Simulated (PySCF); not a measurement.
A geometry optimisation, step by step.

Species: H₆NPSi.
SMILES with atom numbers: `[NH2:1][SiH2:2][PH2:3]` (hydrogens: H4, H5 on N1; H6, H7 on Si2; H8, H9 on P3)

Computed by this run: PBE0-D3(BJ)/def2-SVP geometry optimisation, gas phase (PySCF); density fitting, grid level 1; the optimiser is geomeTRIC in internal coordinates, started from a GFN2-xTB structure with every atom displaced at random (about 0.01 Å). The frame can shift and turn from step to step; on so coarse a grid that alone can change the energy by a few meV, and forces under 0.02 eV/Å are noise.

Step 0: E = -18739.5539 eV, largest atomic force 2.005 eV/Å
```
atom  x, y, z in Å  |  force x, y, z in eV/Å
N1     -1.349    0.699   -0.074   -1.466   1.076  -0.844
Si2    -0.233   -0.466    0.414    0.663  -0.103   0.204
P3      1.532   -0.063   -0.894    0.045   0.043  -0.579
H4     -1.361    1.018   -1.046    0.001  -0.178   0.341
H5     -2.300    0.713    0.300    0.351   0.048  -0.049
H6     -0.017   -0.235    1.846    0.187  -0.154   0.591
H7     -0.590   -1.872    0.201   -0.133  -0.688  -0.051
H8      2.414   -0.879   -0.175    0.340  -0.538   0.211
H9      1.962    1.069   -0.179    0.011   0.494   0.176
```

Step 1: E = -18739.6648 eV, largest atomic force 0.408 eV/Å
```
atom  x, y, z in Å  |  force x, y, z in eV/Å
N1     -1.407    0.733   -0.110    0.230  -0.101   0.321
Si2    -0.216   -0.416    0.407   -0.027  -0.136  -0.001
P3      1.582   -0.049   -0.914    0.140   0.081   0.089
H4     -1.535    0.866   -1.101   -0.066   0.037  -0.316
H5     -2.295    0.773    0.374   -0.118   0.046   0.059
H6      0.061   -0.229    1.865   -0.065   0.073  -0.019
H7     -0.578   -1.869    0.236    0.039   0.046  -0.021
H8      2.444   -0.932   -0.186   -0.102   0.005  -0.045
H9      2.003    1.106   -0.178   -0.032  -0.049  -0.069
```

Step 2: E = -18739.6704 eV, largest atomic force 0.044 eV/Å
```
atom  x, y, z in Å  |  force x, y, z in eV/Å
N1     -1.403    0.729   -0.108    0.014  -0.019  -0.015
Si2    -0.214   -0.422    0.404   -0.012  -0.024  -0.002
P3      1.588   -0.044   -0.911    0.014   0.022   0.020
H4     -1.537    0.864   -1.105   -0.028  -0.014   0.031
H5     -2.291    0.779    0.382    0.014   0.030  -0.006
H6      0.043   -0.220    1.862   -0.025   0.025   0.005
H7     -0.564   -1.874    0.229    0.030   0.002  -0.020
H8      2.430   -0.937   -0.180   -0.010  -0.016  -0.008
H9      2.006    1.109   -0.180    0.002  -0.006  -0.005
```

Step 3: E = -18739.6721 eV, largest atomic force 0.078 eV/Å
```
atom  x, y, z in Å  |  force x, y, z in eV/Å
N1     -1.405    0.725   -0.111   -0.024  -0.009  -0.074
Si2    -0.213   -0.423    0.401   -0.001   0.026   0.010
P3      1.594   -0.040   -0.907   -0.026   0.005  -0.003
H4     -1.548    0.856   -1.108   -0.013  -0.018   0.050
H5     -2.288    0.788    0.385    0.032   0.018   0.005
H6      0.028   -0.210    1.860   -0.010  -0.002   0.005
H7     -0.549   -1.877    0.222    0.014  -0.011  -0.013
H8      2.425   -0.945   -0.179    0.013  -0.013   0.003
H9      2.014    1.108   -0.172    0.016   0.003   0.016
```

Step 4: E = -18739.6744 eV, largest atomic force 0.127 eV/Å
```
atom  x, y, z in Å  |  force x, y, z in eV/Å
N1     -1.410    0.719   -0.122   -0.052   0.000  -0.116
Si2    -0.213   -0.419    0.395    0.013   0.066   0.019
P3      1.605   -0.030   -0.895   -0.048  -0.004  -0.018
H4     -1.575    0.832   -1.118    0.007  -0.018   0.049
H5     -2.282    0.808    0.390    0.041   0.001   0.024
H6      0.002   -0.193    1.857    0.004  -0.030   0.003
H7     -0.523   -1.878    0.209   -0.010  -0.017   0.000
H8      2.417   -0.960   -0.179    0.025  -0.005   0.009
H9      2.038    1.103   -0.144    0.021   0.005   0.029
```

Step 5: E = -18739.6763 eV, largest atomic force 0.112 eV/Å
```
atom  x, y, z in Å  |  force x, y, z in eV/Å
N1     -1.417    0.713   -0.140   -0.052   0.005  -0.099
Si2    -0.214   -0.412    0.389    0.019   0.060   0.016
P3      1.617   -0.016   -0.880   -0.037  -0.004  -0.018
H4     -1.608    0.799   -1.134    0.016  -0.011   0.025
H5     -2.272    0.832    0.394    0.033  -0.007   0.029
H6     -0.026   -0.178    1.853    0.010  -0.034   0.002
H7     -0.501   -1.874    0.197   -0.025  -0.013   0.011
H8      2.412   -0.976   -0.182    0.022   0.002   0.008
H9      2.067    1.094   -0.105    0.014   0.002   0.026
```

Step 6: E = -18739.6775 eV, largest atomic force 0.049 eV/Å
```
atom  x, y, z in Å  |  force x, y, z in eV/Å
N1     -1.422    0.709   -0.159   -0.025   0.007  -0.042
Si2    -0.215   -0.405    0.384    0.011   0.020   0.004
P3      1.627   -0.005   -0.866   -0.009   0.000  -0.008
H4     -1.632    0.771   -1.149    0.010  -0.003   0.001
H5     -2.261    0.853    0.393    0.014  -0.005   0.018
H6     -0.044   -0.169    1.850    0.008  -0.017   0.001
H7     -0.494   -1.870    0.192   -0.020  -0.003   0.011
H8      2.411   -0.986   -0.185    0.009   0.003   0.004
H9      2.089    1.084   -0.067    0.001  -0.002   0.013
```

Step 7: E = -18739.6778 eV, largest atomic force under 0.02 eV/Å
```
atom  x, y, z in Å  |  force x, y, z in eV/Å
N1     -1.422    0.709   -0.167    0.002   0.005  -0.002
Si2    -0.216   -0.403    0.382    0.001  -0.008  -0.003
P3      1.631   -0.003   -0.861    0.005   0.002  -0.001
H4     -1.637    0.763   -1.157    0.001   0.000  -0.007
H5     -2.254    0.862    0.391    0.000   0.001   0.004
H6     -0.048   -0.169    1.849    0.001  -0.001   0.000
H7     -0.501   -1.867    0.193   -0.006   0.002   0.005
H8      2.413   -0.989   -0.186    0.000   0.001   0.001
H9      2.093    1.078   -0.051   -0.004  -0.002   0.003
```

**Question.** Summarise the path.

**Answer.** The energy falls by 11.96 kJ/mol from step 0 to step 7; nine tenths of that is first reached at step 2. It falls at every step. The largest force goes from 2.005 to under 0.02 eV/Å. Among the bonds N1–Si2 changes most, from 1.685 to 1.730 Å; the atoms move by 0.173 Å rms after alignment.

**Question.** Follow the three bonds and two angles with the largest change from start to end.

**Answer.** 
| step | E above end (kJ/mol) | largest force (eV/Å) | N1–Si2 (Å) | Si2–H7 (Å) | P3–H8 (Å) | H8–P3–H9 (°) | N1–Si2–P3 (°) |
| --- | --- | --- | --- | --- | --- | --- | --- |
| 0 | 11.96 | 2.005 | 1.685 | 1.466 | 1.401 | 90.9 | 103.2 |
| 1 | 1.26 | 0.408 | 1.734 | 1.507 | 1.433 | 93.4 | 105.3 |
| 2 | 0.72 | 0.044 | 1.732 | 1.504 | 1.429 | 94.0 | 105.3 |
| 3 | 0.56 | 0.078 | 1.732 | 1.503 | 1.428 | 94.4 | 105.5 |
| 4 | 0.34 | 0.127 | 1.731 | 1.502 | 1.428 | 94.7 | 105.8 |
| 5 | 0.15 | 0.112 | 1.730 | 1.503 | 1.428 | 94.7 | 106.1 |
| 6 | 0.03 | 0.049 | 1.730 | 1.503 | 1.429 | 94.6 | 106.3 |
| 7 | 0.00 | under 0.02 | 1.730 | 1.504 | 1.429 | 94.4 | 106.3 |

What follows is the cost of the whole optimisation. The run took 16 s of wall time on an Arm Neoverse V1 with one thread, on a shared host, and the process peaked at 0.34 GiB of memory.
